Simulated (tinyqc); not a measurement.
Worked calculation: RHF in the sto-3g basis, for BH3, spin multiplicity 1. One step of it, computed by the program tinyqc.

Task: Iteration 2: DIIS coefficients. Solve [B -1; -1 0][c; lambda] = [0; -1] for the coefficients, which sum to one.

B (overlaps of the stored error matrices):
```
                1               2
1   1.2277305e+00  -4.4279211e-02
2  -4.4279211e-02   4.3242738e-02
```

Give: DIIS coefficients.

Result:

DIIS coefficients: 0.0644  0.9356
